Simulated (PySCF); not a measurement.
PySCF input (PBE/3-21G):

```python
import numpy as np, basis_set_exchange as bse
from pyscf import gto, scf, dft, df
from pyscf.prop.nmr import rks as nmr

basis = {'C': gto.basis.parse(bse.get_basis('3-21G', elements=['C'], fmt='nwchem')), 'F': gto.basis.parse(bse.get_basis('3-21G', elements=['F'], fmt='nwchem'))}
mol = gto.M(
    atom='''
    C     0.00000000    0.00000000    0.00000000
    F     0.76292155    0.76566412    0.76815773
    F    -0.78426309   -0.74930884    0.76277441
    F    -0.74667016    0.76533291   -0.78428715
    F     0.76801170   -0.78168819   -0.74664498
    ''',
    basis=basis,
    charge=0,
    verbose=4,
    max_memory=8640,
)
mf = dft.RKS(mol, xc='pbe')
mf.grids.level = 3
mf.conv_tol = 1e-9
mf.max_cycle = 100
print('smallest overlap eigenvalue', np.linalg.eigvalsh(mol.intor('int1e_ovlp'))[0])
mf.kernel()
dip = mf.dip_moment()
n = nmr.NMR(mf)
n.verbose = 2
n.max_cycle_cphf = 60
sigma = n.kernel()
for i, x in enumerate(sigma):
    print(mol.atom_symbol(i), i + 1, round(x.trace() / 3, 3))
```

Output:

```
PySCF version 2.14.0

[INPUT] verbose = 4
[INPUT] num. atoms = 5
[INPUT] num. electrons = 42
[INPUT] charge = 0
[INPUT] spin (= nelec alpha-beta = 2S) = 0
[INPUT] symmetry False subgroup None
[INPUT] Mole.unit = angstrom
[INPUT] Symbol           X                Y                Z      unit          X                Y                Z       unit  Magmom
[INPUT]  1 C      0.000000000000   0.000000000000   0.000000000000 AA    0.000000000000   0.000000000000   0.000000000000 Bohr   0.0
[INPUT]  2 F      0.762921550000   0.765664120000   0.768157730000 AA    1.441712784029   1.446895490206   1.451607730168 Bohr   0.0
[INPUT]  3 F     -0.784263090000  -0.749308840000   0.762774410000 AA   -1.482042449705  -1.415988490316   1.441434729727 Bohr   0.0
[INPUT]  4 F     -0.746670160000   0.765332910000  -0.784287150000 AA   -1.411002107785   1.446269594016  -1.482087916516 Bohr   0.0
[INPUT]  5 F      0.768011700000  -0.781688190000  -0.746644980000 AA    1.451331773462  -1.477176593907  -1.410954524481 Bohr   0.0

nuclear repulsion = 204.966837579924
number of shells = 25
number of NR pGTOs = 75
number of NR cGTOs = 45
basis = {'C': [[0, [172.256, 0.06176690738], [25.9109, 0.3587940429], [5.53335, 0.7007130837]], [0, [3.66498, -0.3958951621], [0.770545, 1.215834356]], [0, [0.195857, 1.0]], [1, [3.66498, 0.2364599466], [0.770545, 0.8606188057]], [1, [0.195857, 1.0]]], 'F': [[0, [413.801, 0.05854830293], [62.2446, 0.3493080175], [13.434, 0.7096320355]], [0, [9.77759, -0.4073262777], [2.08617, 1.223137831]], [0, [0.482383, 1.0]], [1, [9.77759, 0.2466800032], [2.08617, 0.852321011]], [1, [0.482383, 1.0]]]}
ecp = {}
smallest overlap eigenvalue 0.03580215504205777

******** <class 'pyscf.dft.rks.RKS'> ********
method = RKS
initial guess = minao
damping factor = 0
level_shift factor = 0
DIIS = <class 'pyscf.scf.diis.CDIIS'>
diis_start_cycle = 1
diis_space = 8
diis_damp = 0
SCF conv_tol = 1e-09
SCF conv_tol_grad = None
SCF max_cycles = 100
direct_scf = True
direct_scf_tol = 1e-13
XC library pyscf.dft.libxc version 7.1.2
    S. Lehtola, C. Steigemann, M. J. T. Oliveira, and M. A. L. Marques,  SoftwareX 7, 1–5 (2018)
XC functionals = pbe
    J. P. Perdew, K. Burke, and M. Ernzerhof,  Phys. Rev. Lett. 77, 3865 (1996)
    J. P. Perdew, K. Burke, and M. Ernzerhof,  Phys. Rev. Lett. 78, 1396 (1997)
    J. P. Perdew, K. Burke, and M. Ernzerhof,  Phys. Rev. Lett. 77, 3865 (1996)
    J. P. Perdew, K. Burke, and M. Ernzerhof,  Phys. Rev. Lett. 78, 1396 (1997)
radial grids:
    Treutler-Ahlrichs [JCP 102, 346 (1995); DOI:10.1063/1.469408] (M4) radial grids

becke partition: Becke, JCP 88, 2547 (1988); DOI:10.1063/1.454033
pruning grids: <function nwchem_prune>
grids dens level: 3
symmetrized grids: False
atomic radii adjust function: <function treutler_atomic_radii_adjust>
small_rho_cutoff = 0
Set gradient conv threshold to 3.16228e-05
Initial guess from minao.
tot grids = 71168
init E= -435.287274148322
  HOMO = -0.417444929719913  LUMO = 0.180699516745215  gap/eV = 16.27634
cycle= 1 E= -434.48458097528  delta_E= 0.803  |g|= 1.02  |ddm|= 2.24
  HOMO = -0.287438215589905  LUMO = 0.0723656065810078  gap/eV = 9.79076
cycle= 2 E= -434.05557757871  delta_E= 0.429  |g|= 1.95  |ddm|= 1.74
  HOMO = -0.338293928940769  LUMO = 0.146471260623149  gap/eV = 13.19113
cycle= 3 E= -434.682825488924  delta_E= -0.627  |g|= 0.0511  |ddm|= 1.07
  HOMO = -0.344197255652875  LUMO = 0.139809709776903  gap/eV = 13.17050
cycle= 4 E= -434.683078960444  delta_E= -0.000253  |g|= 0.017  |ddm|= 0.0264
  HOMO = -0.342296433321829  LUMO = 0.14326181401768  gap/eV = 13.21271
cycle= 5 E= -434.683144585504  delta_E= -6.56e-05  |g|= 0.000228  |ddm|= 0.0127
  HOMO = -0.342339620495641  LUMO = 0.143223754733638  gap/eV = 13.21285
cycle= 6 E= -434.683144591337  delta_E= -5.83e-09  |g|= 2.85e-05  |ddm|= 0.000103
  HOMO = -0.342340041689869  LUMO = 0.143224886962447  gap/eV = 13.21289
cycle= 7 E= -434.683144591476  delta_E= -1.39e-10  |g|= 1.82e-06  |ddm|= 1.65e-05
  HOMO = -0.342340226117966  LUMO = 0.143224969363716  gap/eV = 13.21290
Extra cycle  E= -434.683144591475  delta_E= 1.71e-12  |g|= 3.26e-06  |ddm|= 3.2e-06
converged SCF energy = -434.683144591475
Dipole moment(X, Y, Z, Debye): -0.00000, -0.00000, -0.00001
C 1 77.426
F 2 280.014
F 3 280.014
F 4 280.014
F 5 280.014
```
